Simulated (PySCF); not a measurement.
**Calculated NMR parameters of isobutyric acid**

```yaml
Formula: C4H8O2
SMILES: CC(C)C(=O)O
InChI: InChI=1S/C4H8O2/c1-3(2)4(5)6/h3H,1-2H3,(H,5,6)
Point_group_of_the_computed_structure: C1
Degrees_of_unsaturation: 1
Carbon_signals: 3
Proton_signals: 3
```

Structure with atom numbers: `[CH3:1][CH:2]([CH3:3])[C:4](=[O:5])[OH:6]` (H(Xn): hydrogen on atom n).

[PySCF: structure optimised with GFN2-xTB; shieldings: GIAO PBE0/pcSseg-1; isolated molecule; single conformer; one averaged value for each set of equivalent atoms; no relativistic terms]

Scale: TMS for 1H (σref 31.72), 13C (σref 186.93); H2O for 17O (σref 336.08) (reference shieldings calculated alike).

| carbon | δC, type | δH (multiplicity) | HMBC from (2–3 bonds) | span of the C tensor (ppm) |
| --- | --- | --- | --- | --- |
| C1/C3 | 21.7, CH3 | 1.25 (d) | H(C2), H(C1)/H(C3) | 36 |
| C2 | 36.4, CH | 2.56 (sept) | H(C1)/H(C3) | 29 |
| C4 | 182.5, C | – | H(C2), H(C1)/H(C3) | 177 |

Other nuclei:
```tsv
atoms	nucleus	environment	δ (ppm)	σ (ppm)
H(O6)	1H	hydrogen on an acid hydroxyl oxygen	5.97	25.75
O5	17O	carbonyl oxygen	419.5	-83.4
O6	17O	acid hydroxyl oxygen	211.1	124.9
```

Carbon types of the structure: 1 × C, 1 × CH, 2 × CH3, leaving 1 H on heteroatoms. δC 182.5: carboxylic acid carbon; lone-pair donation from the attached heteroatom keeps it upfield of a ketone carbonyl. δC 36.4: sp3 CH α to a carbonyl; the adjacent C=O deshields it moderately. δC 21.7: methyl carbon; saturated and bonded to C and H only. δH 5.97: hydrogen on an acid hydroxyl oxygen; exchangeable, gas-phase position. δH 2.56: hydrogen on an sp3 CH α to a carbonyl; α to C=O.

The OH or NH signal is concentration- and solvent-dependent in practice; the value given is the gas-phase one. Shifts are as computed. Against solution values, carbons near 30 ppm lie about +3 ppm off and those near 130 ppm about +5 ppm. Of 246 compounds with measured shifts, 49 miss one by over three times the rms of a fit or turn the order of signals round; such compounds aren't used in these exercises. In solution the two oxygens of a carboxylic acid exchange roles by proton transfer and give one 17O line. Hydrogen bonding in solution shields acid and N–H amide carbonyl oxygens by tens of ppm. Hydrogen bonding in solution deshields acid and N–H amide carbonyl carbons by as much as 10 ppm beyond these values. Unscaled 17O shifts of doubly bonded oxygen tend to come out too high, by tens of ppm or more. Experimental scales use liquid or dissolved standards, which lie at an offset from isolated H2O (liquid H2O: subtract about 36 ppm). Multiplicities follow the n + 1 count of equivalent neighbours, as no J values were calculated; m marks all less simple cases, F and P coupling included.
